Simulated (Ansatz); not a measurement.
# BNH6: geometry and frequencies at several levels, part 2 of 2

Wanted for BNH6: geometry and frequencies at several levels.

Ansatz 0.2.0, Gaussian bases.

### 7 Relaxation, LDA/def2-SVP

Contents of input.yaml:

```yaml
crystal:
  periodic: [false, false, false]
  atoms:
    - { symbol: B, position_ang: [-0.91723698, 0.12243207, -0.02298593] }
    - { symbol: "N", position_ang: [0.71040855, -0.09490067, 0.01773472] }
    - { symbol: H, position_ang: [-1.33068717, -0.66557515, -0.87517057] }
    - { symbol: H, position_ang: [-1.08124131, 1.30366115, -0.3326763] }
    - { symbol: H, position_ang: [-1.3105049, -0.14113458, 1.11455065] }
    - { symbol: H, position_ang: [0.95652942, -1.06273283, 0.27046173] }
    - { symbol: H, position_ang: [1.15768933, 0.52553008, 0.70777407] }
    - { symbol: H, position_ang: [1.14134305, 0.10234992, -0.89688836] }
basis:
  gaussian: { orbitals: def2-SVP }
hamiltonian:
  xc: lda
relax:
  f_tol: 0.002
  max_steps: 150
```

Launch:

```bash
> ansatz run input.yaml --threads 2 --pin off --max-ram 5120MiB --backend cpu --events-out ev --progress --plain --runs-dir out
```

What it wrote, cut to the lines that bear on the results:

```text
Warning: RAYON_NUM_THREADS=2 ignored (pool sized by the plan → 2); use --threads N
[...]
Functional definition: SPW92
[...]
674 factors; their error is unknown
[...]
mean field -2240.80546072 eV, -82.3480818091 hartree, gradient 8.0e-5 eV, S^2 0.000000; 0 other end points of the search recorded, 0 dependent functions left out
[...]
reference -2240.80549115 eV, -82.3480829273 hartree; 9, 9 occupied and 49, 49 virtual orbitals, 674 factors
relax step   1: F+E_penalty+E_count = -2240.80546072 eV  Δ(F+E_penalty+E_count) = +0.000e0 eV  max|allowed force component| = 5.325e-1 eV/Å  Δτ_max = 0.0000 Å  (21 SCF iters, accepted)
[...]
relax step   5: F+E_penalty+E_count = -2240.81643250 eV  Δ(F+E_penalty+E_count) = -1.169e-5 eV  max|allowed force component| = 9.398e-3 eV/Å  Δτ_max = 0.0008 Å  (18 SCF iters, accepted)
[...]
reference -2240.81646441 eV, -82.3484861870 hartree; 9, 9 occupied and 49, 49 virtual orbitals, 674 factors
Total energy: -2240.81646441 eV, -82.3484861870 hartree
Atom 0 at    -0.890581     0.118893    -0.022333 Å, force     0.000035    -0.000019     0.000014 eV/Å
Atom 1 at     0.700024    -0.093522     0.017486 Å, force     0.000068     0.000007    -0.000012 eV/Å
Atom 2 at    -1.320347    -0.664338    -0.872220 Å, force    -0.000036    -0.000052    -0.000060 eV/Å
Atom 3 at    -1.071740     1.298734    -0.331547 Å, force    -0.000009     0.000079    -0.000022 eV/Å
Atom 4 at    -1.300178    -0.141456     1.111204 Å, force    -0.000045    -0.000016     0.000080 eV/Å
Atom 5 at     0.940407    -1.065254     0.271215 Å, force    -0.000011     0.000007    -0.000002 eV/Å
Atom 6 at     1.142571     0.530863     0.710831 Å, force    -0.000004    -0.000004    -0.000004 eV/Å
Atom 7 at     1.126143     0.105711    -0.901837 Å, force     0.000003    -0.000002     0.000006 eV/Å
Dipole moment:     1.198291    -0.160024     0.029995 e Å
```

Wall time 5.9 s (2 threads of Intel Xeon at 2.50GHz (Skylake/Cascade Lake), shared host); peak memory 0.12 GiB.

Step by step:

| step | E - E(step 1) (eV) | largest force component (eV/Å) |
| --- | --- | --- |
| 1 | 0.0000 | 0.5325 |
| 2 | -0.0076 | 0.3333 |
| 3 | -0.0109 | 0.0276 |
| 4 | -0.0110 | 0.0166 |
| 5 | -0.0110 | 0.0094 |
| 6 | -0.0110 | 0.0001 |

Step 1 is the start.

Before: Bond lengths: B1–N2 1.643 Å, B1–H3 1.232 Å, B1–H4 1.232 Å, B1–H5 1.232 Å, N2–H6 1.030 Å, N2–H7 1.030 Å, N2–H8 1.030 Å. Angles: B1–N2–H6 111.5°, B1–N2–H7 111.5°, B1–N2–H8 111.5°, H6–N2–H7 107.3°, H6–N2–H8 107.3°, H7–N2–H8 107.3°, N2–B1–H3 105.4°, N2–B1–H4 105.4°, N2–B1–H5 105.4°, H3–B1–H4 113.2°, H3–B1–H5 113.2°, H4–B1–H5 113.2°.

After: Bond lengths: B1–N2 1.605 Å, B1–H3 1.233 Å, B1–H4 1.233 Å, B1–H5 1.233 Å, N2–H6 1.033 Å, N2–H7 1.033 Å, N2–H8 1.033 Å. Angles: B1–N2–H6 111.2°, B1–N2–H7 111.2°, B1–N2–H8 111.2°, H6–N2–H7 107.7°, H6–N2–H8 107.7°, H7–N2–H8 107.7°, N2–B1–H3 106.2°, N2–B1–H4 106.2°, N2–B1–H5 106.2°, H3–B1–H4 112.6°, H3–B1–H5 112.6°, H4–B1–H5 112.6°.

### 8 Frequencies, LDA/def2-SVP

Contents of input.yaml:

```yaml
crystal:
  periodic: [false, false, false]
  atoms:
    - { symbol: B, position_ang: [-0.89058119, 0.11889254, -0.02233266] }
    - { symbol: "N", position_ang: [0.70002353, -0.09352153, 0.01748625] }
    - { symbol: H, position_ang: [-1.32034658, -0.66433843, -0.87221973] }
    - { symbol: H, position_ang: [-1.07173951, 1.29873375, -0.33154711] }
    - { symbol: H, position_ang: [-1.30017812, -0.14145638, 1.11120403] }
    - { symbol: H, position_ang: [0.94040746, -1.06525414, 0.27121493] }
    - { symbol: H, position_ang: [1.14257106, 0.53086285, 0.71083119] }
    - { symbol: H, position_ang: [1.12614334, 0.10571134, -0.90183689] }
basis:
  gaussian: { orbitals: def2-SVP }
hamiltonian:
  xc: lda
phonons: {}
```

Launch:

```bash
> ansatz run input.yaml --threads 2 --pin off --max-ram 5120MiB --backend cpu --events-out ev --progress --plain --runs-dir out
```

What it wrote, cut to the lines that bear on the results:

```text
Warning: RAYON_NUM_THREADS=2 ignored (pool sized by the plan → 2); use --threads N
[...]
[... 1 set-up line as earlier in the session ...]
[...]
674 factors; their error is unknown
[...]
mean field -2240.81643393 eV, -82.3484850671 hartree, gradient 8.0e-5 eV, S^2 0.000000; 0 other end points of the search recorded, 0 dependent functions left out
[...]
reference -2240.81646441 eV, -82.3484861870 hartree; 9, 9 occupied and 49, 49 virtual orbitals, 674 factors
[...]
674 factors; their error is unknown
[...]
mean field -2240.81632351 eV, -82.3484810090 hartree, gradient 1.3e-6 eV, S^2 0.000000; 0 other end points of the search recorded, 0 dependent functions left out
[...]
reference -2240.81635398 eV, -82.3484821288 hartree; 9, 9 occupied and 49, 49 virtual orbitals, 674 factors
[...]
674 factors; their error is unknown
[...]
Total energy: -2240.81646441 eV, -82.3484861870 hartree
Atom 0 at    -0.890581     0.118893    -0.022333 Å, force     0.000041    -0.000007     0.000000 eV/Å
Atom 1 at     0.700024    -0.093522     0.017486 Å, force     0.000071    -0.000009     0.000002 eV/Å
Atom 2 at    -1.320347    -0.664338    -0.872220 Å, force    -0.000037    -0.000053    -0.000059 eV/Å
Atom 3 at    -1.071740     1.298734    -0.331547 Å, force    -0.000020     0.000084    -0.000022 eV/Å
Atom 4 at    -1.300178    -0.141456     1.111204 Å, force    -0.000036    -0.000017     0.000079 eV/Å
Atom 5 at     0.940407    -1.065254     0.271215 Å, force    -0.000006     0.000009    -0.000003 eV/Å
Atom 6 at     1.142571     0.530863     0.710831 Å, force    -0.000006    -0.000005    -0.000006 eV/Å
Atom 7 at     1.126143     0.105711    -0.901837 Å, force    -0.000007    -0.000002     0.000008 eV/Å
Dipole moment:     1.198293    -0.160025     0.029995 e Å
Vibrations: 295.39 630.94 631.05 762.96 1024.57 1024.61 1095.17 1095.21 1108.13 1235.34 1544.43 1544.44 2375.71 2461.32 2461.32 3357.24 3470.94 3470.96 cm⁻¹, zero-point energy 1.834330 eV
```

Wall time 18 s (2 threads of Intel Xeon at 2.50GHz (Skylake/Cascade Lake), shared host); peak memory 0.097 GiB.

Harmonic frequencies (cm⁻¹; negative: imaginary): 295, 631, 631, 763, 1025, 1025, 1095, 1095, 1108, 1235, 1544, 1544, 2376, 2461, 2461, 3357, 3471, 3471.

### 9 Relaxation, PBE-D4/def2-SVP

Contents of input.yaml:

```yaml
crystal:
  periodic: [false, false, false]
  atoms:
    - { symbol: B, position_ang: [-0.91723698, 0.12243207, -0.02298593] }
    - { symbol: "N", position_ang: [0.71040855, -0.09490067, 0.01773472] }
    - { symbol: H, position_ang: [-1.33068717, -0.66557515, -0.87517057] }
    - { symbol: H, position_ang: [-1.08124131, 1.30366115, -0.3326763] }
    - { symbol: H, position_ang: [-1.3105049, -0.14113458, 1.11455065] }
    - { symbol: H, position_ang: [0.95652942, -1.06273283, 0.27046173] }
    - { symbol: H, position_ang: [1.15768933, 0.52553008, 0.70777407] }
    - { symbol: H, position_ang: [1.14134305, 0.10234992, -0.89688836] }
basis:
  gaussian: { orbitals: def2-SVP }
hamiltonian:
  xc: pbe
  dispersion: d4
relax:
  f_tol: 0.002
  max_steps: 150
```

Launch:

```bash
> ansatz run input.yaml --threads 2 --pin off --max-ram 5120MiB --backend cpu --events-out ev --progress --plain --runs-dir out
```

What it wrote, cut to the lines that bear on the results:

```text
Warning: RAYON_NUM_THREADS=2 ignored (pool sized by the plan → 2); use --threads N
[...]
[... 1 set-up line as earlier in the session ...]
[...]
674 factors; their error is unknown
[...]
mean field -2259.08187838 eV, -83.0197277697 hartree, gradient 8.5e-6 eV, S^2 0.000000; 0 other end points of the search recorded, 0 dependent functions left out
[...]
reference -2259.08191035 eV, -83.0197289447 hartree; 9, 9 occupied and 49, 49 virtual orbitals, 674 factors
relax step   1: F+E_penalty+E_count = -2259.15423750 eV  Δ(F+E_penalty+E_count) = +0.000e0 eV  max|allowed force component| = 1.094e-2 eV/Å  Δτ_max = 0.0000 Å  (22 SCF iters, accepted)
[...]
relax step   3: F+E_penalty+E_count = -2259.15424566 eV  Δ(F+E_penalty+E_count) = -1.444e-6 eV  max|allowed force component| = 3.844e-3 eV/Å  Δτ_max = 0.0002 Å  (16 SCF iters, accepted)
[...]
reference -2259.08192629 eV, -83.0197295305 hartree; 9, 9 occupied and 49, 49 virtual orbitals, 674 factors
Total energy: -2259.15427809 eV, -83.0223884099 hartree
Atom 0 at    -0.917535     0.122490    -0.023007 Å, force    -0.000016     0.000008    -0.000007 eV/Å
Atom 1 at     0.710883    -0.094971     0.017757 Å, force     0.000691    -0.000097     0.000026 eV/Å
Atom 2 at    -1.331169    -0.665261    -0.874878 Å, force    -0.000035    -0.000045    -0.000044 eV/Å
Atom 3 at    -1.081851     1.303359    -0.332644 Å, force    -0.000026     0.000065    -0.000023 eV/Å
Atom 4 at    -1.310943    -0.140928     1.114168 Å, force    -0.000030    -0.000008     0.000066 eV/Å
Atom 5 at     0.956979    -1.062803     0.270422 Å, force    -0.000186     0.000059    -0.000021 eV/Å
Atom 6 at     1.158140     0.525412     0.707824 Å, force    -0.000198    -0.000005    -0.000028 eV/Å
Atom 7 at     1.141795     0.102332    -0.896841 Å, force    -0.000200     0.000024     0.000033 eV/Å
Dipole moment:     1.178161    -0.157335     0.029491 e Å
```

Wall time 7.4 s (2 threads of Intel Xeon at 2.50GHz (Skylake/Cascade Lake), shared host); peak memory 0.12 GiB.

Step by step:

```
step  E - E(step 1) (eV)  largest force component (eV/Å)
   1              0.0000                          0.0109
   2              0.0000                          0.0086
   3              0.0000                          0.0038
   4              0.0000                          0.0007
```

Step 1 is the start.

Before: Bond lengths: B1–N2 1.643 Å, B1–H3 1.232 Å, B1–H4 1.232 Å, B1–H5 1.232 Å, N2–H6 1.030 Å, N2–H7 1.030 Å, N2–H8 1.030 Å. Angles: B1–N2–H6 111.5°, B1–N2–H7 111.5°, B1–N2–H8 111.5°, H6–N2–H7 107.3°, H6–N2–H8 107.3°, H7–N2–H8 107.3°, N2–B1–H3 105.4°, N2–B1–H4 105.4°, N2–B1–H5 105.4°, H3–B1–H4 113.2°, H3–B1–H5 113.2°, H4–B1–H5 113.2°.

After: Bond lengths: B1–N2 1.643 Å, B1–H3 1.232 Å, B1–H4 1.232 Å, B1–H5 1.232 Å, N2–H6 1.030 Å, N2–H7 1.030 Å, N2–H8 1.030 Å. Angles: B1–N2–H6 111.5°, B1–N2–H7 111.5°, B1–N2–H8 111.5°, H6–N2–H7 107.3°, H6–N2–H8 107.3°, H7–N2–H8 107.3°, N2–B1–H3 105.4°, N2–B1–H4 105.4°, N2–B1–H5 105.4°, H3–B1–H4 113.2°, H3–B1–H5 113.2°, H4–B1–H5 113.2°.

### 10 Frequencies, PBE-D4/def2-SVP

Contents of input.yaml:

```yaml
crystal:
  periodic: [false, false, false]
  atoms:
    - { symbol: B, position_ang: [-0.91753537, 0.12249, -0.02300727] }
    - { symbol: "N", position_ang: [0.71088345, -0.09497088, 0.01775667] }
    - { symbol: H, position_ang: [-1.33116862, -0.66526082, -0.87487837] }
    - { symbol: H, position_ang: [-1.08185085, 1.30335874, -0.33264381] }
    - { symbol: H, position_ang: [-1.31094257, -0.14092804, 1.11416769] }
    - { symbol: H, position_ang: [0.95697924, -1.06280296, 0.27042221] }
    - { symbol: H, position_ang: [1.15813969, 0.5254124, 0.70782397] }
    - { symbol: H, position_ang: [1.14179502, 0.10233155, -0.89684108] }
basis:
  gaussian: { orbitals: def2-SVP }
hamiltonian:
  xc: pbe
  dispersion: d4
phonons: {}
```

Launch:

```bash
> ansatz run input.yaml --threads 2 --pin off --max-ram 5120MiB --backend cpu --events-out ev --progress --plain --runs-dir out
```

What it wrote, cut to the lines that bear on the results:

```text
Warning: RAYON_NUM_THREADS=2 ignored (pool sized by the plan → 2); use --threads N
[...]
[... 1 set-up line as earlier in the session ...]
[...]
674 factors; their error is unknown
[...]
mean field -2259.08189432 eV, -83.0197283556 hartree, gradient 8.6e-6 eV, S^2 0.000000; 0 other end points of the search recorded, 0 dependent functions left out
[...]
reference -2259.08192629 eV, -83.0197295305 hartree; 9, 9 occupied and 49, 49 virtual orbitals, 674 factors
[...]
674 factors; their error is unknown
[...]
mean field -2259.08181862 eV, -83.0197255738 hartree, gradient 2.0e-6 eV, S^2 0.000000; 0 other end points of the search recorded, 0 dependent functions left out
[...]
reference -2259.08185060 eV, -83.0197267489 hartree; 9, 9 occupied and 49, 49 virtual orbitals, 674 factors
[...]
674 factors; their error is unknown
[...]
Total energy: -2259.15427809 eV, -83.0223884099 hartree
Atom 0 at    -0.917535     0.122490    -0.023007 Å, force    -0.000014     0.000008    -0.000007 eV/Å
Atom 1 at     0.710883    -0.094971     0.017757 Å, force     0.000689    -0.000097     0.000025 eV/Å
Atom 2 at    -1.331169    -0.665261    -0.874878 Å, force    -0.000035    -0.000045    -0.000044 eV/Å
Atom 3 at    -1.081851     1.303359    -0.332644 Å, force    -0.000026     0.000065    -0.000023 eV/Å
Atom 4 at    -1.310943    -0.140928     1.114168 Å, force    -0.000030    -0.000008     0.000066 eV/Å
Atom 5 at     0.956979    -1.062803     0.270422 Å, force    -0.000186     0.000059    -0.000021 eV/Å
Atom 6 at     1.158140     0.525412     0.707824 Å, force    -0.000198    -0.000005    -0.000028 eV/Å
Atom 7 at     1.141795     0.102332    -0.896841 Å, force    -0.000200     0.000023     0.000033 eV/Å
Dipole moment:     1.178161    -0.157335     0.029492 e Å
Vibrations: 281.95 632.87 632.95 688.57 1029.90 1029.92 1118.36 1118.38 1130.82 1258.80 1580.55 1580.56 2376.84 2455.08 2455.08 3370.88 3482.10 3482.14 cm⁻¹, zero-point energy 1.841520 eV
```

It took 41 s on 2 threads of Intel Xeon at 2.50GHz (Skylake/Cascade Lake), shared host; peak memory 0.098 GiB.

Harmonic frequencies (cm⁻¹; negative: imaginary): 282, 633, 633, 689, 1030, 1030, 1118, 1118, 1131, 1259, 1581, 1581, 2377, 2455, 2455, 3371, 3482, 3482.

### 11 Geometries side by side

```
          level  B1–N2 (Å)  rotational constants (MHz)  dipole (D)  highest frequency (cm⁻¹)  CPU time
      HF/STO-3G     1.6590         76369, 17756, 17756        5.77                      4128       5 s
      HF/6-31G*     1.6889         74255, 17231, 17231        5.57                      3816     9.7 s
   LDA/def2-SVP     1.6052         71744, 18322, 18322        5.81                      3471     9.8 s
PBE-D4/def2-SVP     1.6434         71781, 17715, 17715        5.71                      3482      10 s
```

Constants are for the commonest isotopes at the equilibrium geometry; times are CPU times of the relaxations.

### 12 What came out

What follows sums up all 2 parts.

```
                      quantity             value
      B1–N2 at PBE-D4/def2-SVP           1.643 Å
frequencies at PBE-D4/def2-SVP  282 to 3482 cm⁻¹
```

**Reading.** The B–N distance spreads over 0.084 Å, from LDA/def2-SVP (shortest) to HF/6-31G*. No mode is imaginary, so the geometry is a minimum.
